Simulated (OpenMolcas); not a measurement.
**CH8Si2 (SMILES [SiH3]C[SiH3]): levels of theory compared**

Aim: a comparison of 6 runs (HF/STO-3G, HF/3-21G, B3LYP/def2-SVP, BLYP/def2-SVP, PBE0/def2-SVP, CCSD(T)/def2-SVP) of CH8Si2. 

Program for the calculation: OpenMolcas 26.06.

1 further run of the same task is left out (set aside as unsound or not needed).

## 1. The system as given

CH8Si2: 11 atoms, total charge 0, spin state singlet. SMILES: `[SiH3]C[SiH3]`. The Si1–H6 distance was set to 3.272 Å, away from the relaxed value. At this shape a bond of the SMILES string is far longer than usual.

Bond lengths: Si1–C2 1.872 Å, C2–Si3 1.872 Å, Si1–H4 1.488 Å, Si1–H5 1.487 Å, C2–H7 1.095 Å, C2–H8 1.095 Å, Si3–H9 1.487 Å, Si3–H10 1.487 Å, Si3–H11 1.488 Å. Some angles: Si1–C2–Si3 114.4°, Si1–C2–H7 108.8°, Si1–C2–H8 108.8°, Si3–C2–H7 108.8°, Si3–C2–H8 108.8°, C2–Si1–H4 111.1°, C2–Si1–H5 110.2°, C2–Si3–H9 110.2°, C2–Si3–H10 110.2°, C2–Si3–H11 111.1°.

## 2. A single-point energy at HF/STO-3G (run 1)

Contents of calc.inp:

```
* CH8Si2 Hartree-Fock
>>> EXPORT MOLCAS_PRINT=2

&GATEWAY
  BasLib=$CurrDir
  Coord
  11
  bohr
  Si    -1.49895911     1.04354834    -3.82435592
  C      0.15009150    -2.08614048    -3.86390789
  Si     3.21432020    -2.14453302    -2.09667381
  H     -3.91179922     0.93409540    -5.26400597
  H      0.13654216     3.01680036    -4.97878961
  H     -2.76616220     2.71517739     1.99294297
  H     -1.11179202    -3.51511358    -3.05827985
  H      0.50328131    -2.62922887    -5.82956321
  H      2.79002000    -1.48696502     0.60312121
  H      5.00366408    -0.27548049    -3.19496374
  H      4.40273117    -4.69006969    -2.21597222
  Basis=STO-3G
  Group=NoSym

&SEWARD

&SCF
  Thresholds=1e-10 1e-07 1e-07 1e-05
  PrOrbitals=1 1
```

The basis set STO-3G is read from a file made from the Basis Set Exchange's data (not shown).

Launch:

```console
$ export MOLCAS_MEM=1860
$ pymolcas calc.inp > calc.log
```

Standard output:

```text
--- Start Module: gateway ---
[...]
--- Stop Module: gateway /rc=_RC_ALL_IS_WELL_ ---
--- Start Module: seward ---
[...]
      Basis functions           31
--- Stop Module: seward /rc=_RC_ALL_IS_WELL_ ---
--- Start Module: scf ---
[...]
       Convergence after  12 Iterations
[...]
::    Total SCF energy                               -612.9433370396
[...]
      Total spin, S                                     0.0000000000
[...]
      Total electronic charge=   42.000000
      Total            charge=   -0.000000
[...]
      Dipole Moment (debye):
      Origin of the operator (angstrom)=    0.3820   -0.4303   -1.6299
                   X=  4.6996E-01               Y= -1.0203E+00               Z= -2.2181E+00           Total=  2.4863E+00
      Quadrupole Moment (debye*angstrom):
[...]
--- Stop Module: scf /rc=_RC_ALL_IS_WELL_ ---
[...]
```

It took 1.5 s on 1 thread of Arm Neoverse V2, shared host; peak memory 0.37 GiB.

## 3. A single-point energy at HF/3-21G (run 2)

Contents of run.inp:

```
&GATEWAY
BasLib=$CurrDir
Coord
11
angstrom
Si      -0.793215       0.552222      -2.023762
C        0.079425      -1.103938      -2.044692
Si       1.700945      -1.134838      -1.109512
H       -2.070035       0.494302      -2.785592
H        0.072255       1.596422      -2.634662
H       -1.463790       1.436810       1.054620
H       -0.588335      -1.860118      -1.618372
H        0.266325      -1.391328      -3.084872
H        1.476415      -0.786868       0.319158
H        2.647825      -0.145778      -1.690702
H        2.329825      -2.481878      -1.172642
Basis=3-21G
Group=NoSym
&SEWARD
&SCF
Thresholds=1e-10 1e-07 1e-07 1e-05
PrOrbitals=1 2
```

The basis set 3-21G is read from a file made from the Basis Set Exchange's data (not shown).

Launch:

```console
$ export MOLCAS_MEM=1860
$ pymolcas run.inp > run.log
```

Standard output:

```text
--- Start Module: gateway ---
[...]
--- Stop Module: gateway /rc=_RC_ALL_IS_WELL_ ---
--- Start Module: seward ---
[...]
      Basis functions           51
--- Stop Module: seward /rc=_RC_ALL_IS_WELL_ ---
--- Start Module: scf ---
[...]
       Convergence after  16 Iterations
[...]
::    Total SCF energy                               -616.8842418747
[...]
      Total spin, S                                     0.0000000000
[...]
      Total electronic charge=   42.000000
      Total            charge=   -0.000000
[...]
      Dipole Moment (debye):
      Origin of the operator (angstrom)=    0.3820   -0.4303   -1.6299
                   X=  5.0213E-01               Y= -1.6114E+00               Z= -2.7211E+00           Total=  3.2020E+00
      Quadrupole Moment (debye*angstrom):
[...]
--- Stop Module: scf /rc=_RC_ALL_IS_WELL_ ---
[...]
```

It took 2 s on 1 thread of Arm Neoverse V2, shared host; peak memory 0.38 GiB.

Runs 3 to 4 aren't shown in full; the table further down has their settings and results.

## 4. A single-point energy at PBE0/def2-SVP (run 5)

Contents of run.inp:

```
* CH8Si2 Kohn-Sham DFT

&GATEWAY
  BasLib=$CurrDir
  Coord
  11
  angstrom
  Si      -0.793215       0.552222      -2.023762
  C        0.079425      -1.103938      -2.044692
  Si       1.700945      -1.134838      -1.109512
  H       -2.070035       0.494302      -2.785592
  H        0.072255       1.596422      -2.634662
  H       -1.463790       1.436810       1.054620
  H       -0.588335      -1.860118      -1.618372
  H        0.266325      -1.391328      -3.084872
  H        1.476415      -0.786868       0.319158
  H        2.647825      -0.145778      -1.690702
  H        2.329825      -2.481878      -1.172642
  Basis=def2-SVP
  Group=NoSym

&SEWARD
  GridInput
  Grid=UltraFine
  End of Grid

&SCF
  KSDFT=PBE0
  Thresholds=1e-10 1e-07 1e-07 1e-05
  PrOrbitals=1 1
```

The basis set def2-SVP is read from a file made from the Basis Set Exchange's data (not shown).

Launch:

```console
$ export MOLCAS_MEM=1860
$ pymolcas run.inp > run.log
```

Standard output:

```text
--- Start Module: gateway ---
[...]
--- Stop Module: gateway /rc=_RC_ALL_IS_WELL_ ---
--- Start Module: seward ---
[...]
      Basis functions           90
--- Stop Module: seward /rc=_RC_ALL_IS_WELL_ ---
[...]
--- Start Module: scf ---
[...]
       Convergence after  13 Iterations
[...]
::    Total KS-DFT energy                            -621.2149036128
[...]
      Total spin, S                                     0.0000000000
[...]
      Total electronic charge=   42.000000
      Total            charge=   -0.000000
[...]
      Dipole Moment (debye):
      Origin of the operator (angstrom)=    0.3820   -0.4303   -1.6299
                   X=  4.8932E-01               Y= -1.6584E+00               Z= -2.7853E+00           Total=  3.2783E+00
      Quadrupole Moment (debye*angstrom):
[...]
--- Stop Module: scf /rc=_RC_ALL_IS_WELL_ ---
[...]
```

Run time: 26 s. Hardware: 1 thread of Arm Neoverse V2, shared host; peak memory 0.49 GiB.

## 5. The energy at CCSD(T)/def2-SVP (run 6)

Contents of calc.inp:

```
&gateway
 baslib=$CurrDir
 coord
 11
 angstrom
 Si      -0.793215       0.552222      -2.023762
 C        0.079425      -1.103938      -2.044692
 Si       1.700945      -1.134838      -1.109512
 H       -2.070035       0.494302      -2.785592
 H        0.072255       1.596422      -2.634662
 H       -1.463790       1.436810       1.054620
 H       -0.588335      -1.860118      -1.618372
 H        0.266325      -1.391328      -3.084872
 H        1.476415      -0.786868       0.319158
 H        2.647825      -0.145778      -1.690702
 H        2.329825      -2.481878      -1.172642
 basis=def2-SVP
 group=NoSym

&seward

&scf
 thresholds=1e-10 1e-07 1e-07 1e-05
 prorbitals=1 1

&rasscf
 fileorb=$Project.ScfOrb
 spin=1
 nactel=0 0 0
 inactive=21
 ras2=0
 outorbitals=Canonical
 orblisting=Nothing

&motra
 jobiph
 frozen=11

&ccsdt
 cct
 triples=2
 iterations=80
 accuracy=1e-08
 extrapolation=5 4
```

The basis set def2-SVP is read from a file made from the Basis Set Exchange's data (not shown).

Launch:

```console
$ export MOLCAS_MEM=1860
$ pymolcas calc.inp > calc.log
```

Standard output:

```text
--- Start Module: gateway ---
[...]
--- Stop Module: gateway /rc=_RC_ALL_IS_WELL_ ---
[...]
      Basis functions           90
[...]
       Convergence after  14 Iterations
[...]
::    Total SCF energy                               -619.9841342894
[...]
      Total spin, S                                     0.0000000000
[...]
      Number of active orbitals                  0
[...]
      Spin quantum number                      0.0
[...]
      Active orbitals                            0
[...]
      Number of CSFs                             1
[...]
      Number of root(s) required                 1
[...]
      Convergence after  4 iterations
[...]
      Natural orbitals and occupation numbers for root  1
      ************************************************************************************************************************
      *                                                    Final results                                                     *
      ************************************************************************************************************************
[...]
::    RASSCF root number  1 Total energy:   -619.98413429
[...]
      Total electronic charge=   42.000000
      Total            charge=   -0.000000
[...]
      Dipole Moment (debye):
      Origin of the operator (angstrom)=    0.3820   -0.4303   -1.6299
                   X=  8.0528E-01               Y= -2.0455E+00               Z= -3.9659E+00           Total=  4.5344E+00
      Quadrupole Moment (debye*angstrom):
[...]
--- Start Module: motra ---
[...]
      *** WARNING: Default frozen orbitals is overwritten by user input.
      *** Default values:   5
[...]
--- Stop Module: motra /rc=_RC_ALL_IS_WELL_ ---
[...]
--- Start Module: ccsdt ---
[...]
      Convergence after                    19  Iterations
      Total energy (diff) :    -620.44749742       0.00000001
[...]
 METHOD                       : CCSD+T(CCSD)+<T3(1)WT1> = CCSD(T)
[...]
       CCSD     =      -620.4474974192540
[...]
--- Stop Module: ccsdt /rc=_RC_ALL_IS_WELL_ ---
[...]
```

Wall time 45 s (1 thread of Arm Neoverse V2, shared host); peak memory 0.49 GiB.

## 6. Overview of the runs

```csv
run,level,integration grid,frozen core orbitals,energy (Eh),dipole moment (D) of the reference,HOMO energy (eV),LUMO energy (eV),wall time
1,HF/STO-3G,–,–,-612.943337,2.49,-3.83,2.48,1.5 s
2,HF/3-21G,–,–,-616.884242,3.20,-7.64,-0.47,2 s
3,B3LYP/def2-SVP,UltraFine,–,-621.569397,3.33,-6.14,-3.64,29 s
4,BLYP/def2-SVP,UltraFine,–,-621.477296,3.16,-5.36,-3.98,49 s
5,PBE0/def2-SVP,UltraFine,–,-621.214904,3.28,-6.29,-3.47,26 s
6,CCSD(T)/def2-SVP,–,11,-620.468380,4.53,-7.78,-0.58,45 s
```

## 7. Results

```
                                           quantity          value
                                run 6: total energy  -620.46838 Eh
          run 6: dipole moment (mean-field density)         4.53 D
         run 6: HOMO energy (Hartree–Fock orbitals)       -7.78 eV
         run 6: LUMO energy (Hartree–Fock orbitals)       -0.58 eV
       run 6: HOMO–LUMO gap (Hartree–Fock orbitals)        7.21 eV
run 6: correlation energy (11 core orbitals frozen)     -484.2 mEh
                              run 6: (T) correction     -20.88 mEh
```

In words: Over runs 1, 2, 3, 4, 5 the dipole moment (its size) runs from 2.49 D (HF/STO-3G) to 3.33 D (B3LYP/def2-SVP). The two ends differ in method and basis. Over runs 1, 2, 3, 4, 5 the HOMO–LUMO gap runs from 1.38 eV (BLYP/def2-SVP) to 7.17 eV (HF/3-21G). Totals of different functionals can't be ranked against each other. In run 1 the basis is minimal, so the values are rough. In runs 1, 2, 3, 4, 5, 6 a closed-shell determinant meets a far-stretched bond, which it describes badly. All runs together took 2.5 min, the longest 49 s.
